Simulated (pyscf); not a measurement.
`[CH4]` + `[CH3][Si]([OH])([OH])[OH]` → `[CH3][Si]([CH3])([OH])[OH]` + `[OH2]`, a four-centre exchange (singlet surface; C–H, O–Si broken, C–Si, H–O formed). Structures and frequencies: ωB97X-D3(BJ)/def2-SVP in PySCF. Energies in eV from the separated reactants.

Small-basis levels: PySCF, no dispersion term, spherical d functions. AM1 to PM7: differences of heats of formation from MOPAC, which are fitted to 298 K values and so differ in kind from electronic energies by zero-point and thermal terms. Cost: rough CPU time at the saddle relative to B3LYP/6-31G*, from one job on a shared machine.

| level | barrier | reaction energy | cost |
|---|---|---|---|
| HF/STO-3G | 4.42 | +0.95 | 0.03 |
| HF/3-21G | … | +1.70 | 0.05 |
| MP2/6-31G* | 3.17 | +1.52 | 0.1 |
| BP86/6-31G* | … | +1.46 | 1 |
| PBE/6-31G* | 2.56 | +1.44 | 1 |
| B3LYP/STO-3G | 2.62 | +1.15 | 0.5 |
| B3LYP/LANL2DZ | 3.04 | +1.14 | 0.8 |
| M06-2X/6-31G* | 2.87 | +1.53 | 3 |
| B3LYP/6-311+G** | 3.14 | +1.18 | 2 |
| PBE/def2-SVP | 2.39 | +1.27 | 2 |
| PM3 | 3.47 | +1.19 | under 0.02 |
| PM7 | 3.32 | +0.69 | under 0.02 |
| ωB97M-D3(BJ)/def2-TZVP | … | +1.32 | – |

Question: Fill in the missing entries.

Answer: 
- HF/3-21G, barrier: 3.63
- BP86/6-31G*, barrier: 2.69
- ωB97M-D3(BJ)/def2-TZVP, barrier: 2.93

Against the last row the barrier runs from -0.54 (PBE/def2-SVP) to +1.49 eV (HF/STO-3G). ωB97M-D3(BJ)/def2-TZVP has limits of its own. On the product side the descent ends in a bound adduct, 0.45 eV under the separated species and 2.11 eV under the saddle at ωB97X-D3(BJ)/def2-TZVP. One saddle was located; it need not be the lowest between these sides.
